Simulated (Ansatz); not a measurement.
Input file:

```yaml
crystal:
  periodic: [false, false, false]
  atoms:
    - {symbol: Ge, position_ang: [0.003450, 0.047301, 0.345821]}
    - {symbol: N, position_ang: [-0.078882, -0.184758, -1.712503]}
    - {symbol: H, position_ang: [0.285387, -1.315402, 1.045867]}
    - {symbol: H, position_ang: [0.562144, 0.474021, -2.170885]}
basis:
  gaussian: {orbitals: cc-pVDZ}
magnetization: {spin_polarized: false, initial_magnetization: 3}
correlation: {method: fic_mrcisd_q, electrons: outside_noble_gas, active_space: {window: {electrons: 11, orbitals: 10}, shells: [{species: Ge, l: s, shell: 4}, {species: Ge, l: p, shell: 4}, {species: H, l: s, shell: 1}, {species: "N", l: s, shell: 2}, {species: "N", l: p, shell: 2}]}}
```

```sh
$ ansatz run in.yaml --threads 1 --pin off --events-out ev --progress --plain --max-ram 2393MiB
```

Question: Roughly how long does this take on 1 thread of Arm Neoverse V1, shared host, and how much host memory?

Answer: 13 s wall and 0.82 GiB.

```
995 factors; integrals over basis functions are off by at most 1.9e-7 eV
mean field evaluation 1: about -57981.5191 eV, gradient 1.4e1 eV
mean field evaluation 2: about -57981.5520 eV, gradient 1.4e1 eV
mean field evaluation 4: about -57982.5715 eV, gradient 3.2e0 eV
mean field evaluation 8: about -57982.6412 eV, gradient 4.6e-1 eV
mean field evaluation 16: about -57982.6510 eV, gradient 4.4e-6 eV
mean field evaluation 32: about -57982.3933 eV, gradient 7.5e0 eV
mean field -57982.65099460 eV, -2130.8231219990 hartree, gradient 4.4e-6 eV, S^2 3.750000; 4 other end points of the search recorded, 0 dependent functions left out
reference -57982.65099460 eV, -2130.8231219990 hartree; 22, 19 occupied and 29, 32 virtual orbitals, 995 factors
state -57984.82053877 eV, -2130.9028512768 hartree
contracted CI cycle   1: correlation 0.00000000 eV, 0.0000000000 hartree, residual 1.85e1 eV
contracted CI cycle   2: correlation -4.09594890 eV, -0.1505233459 hartree, residual 3.48e0 eV
contracted CI cycle   3: correlation -4.24855037 eV, -0.1561313464 hartree, residual 7.39e-1 eV
contracted CI cycle   4: correlation -4.25594531 eV, -0.1564031053 hartree, residual 1.89e-1 eV
contracted CI cycle   5: correlation -4.25641931 eV, -0.1564205245 hartree, residual 4.68e-2 eV
contracted CI cycle   6: correlation -4.25644755 eV, -0.1564215624 hartree, residual 1.11e-2 eV
contracted CI cycle   7: correlation -4.25644918 eV, -0.1564216221 hartree, residual 2.61e-3 eV
contracted CI cycle   8: correlation -4.25644927 eV, -0.1564216254 hartree, residual 5.99e-4 eV
state -57984.82053877 eV, -2130.9028512768 hartree; corrected -57989.35793902 eV, -2131.0695976604 hartree
Total energy: -57989.35793902 eV, -2131.0695976604 hartree
Checks for a lower state left out: starts, orbital_swaps
```
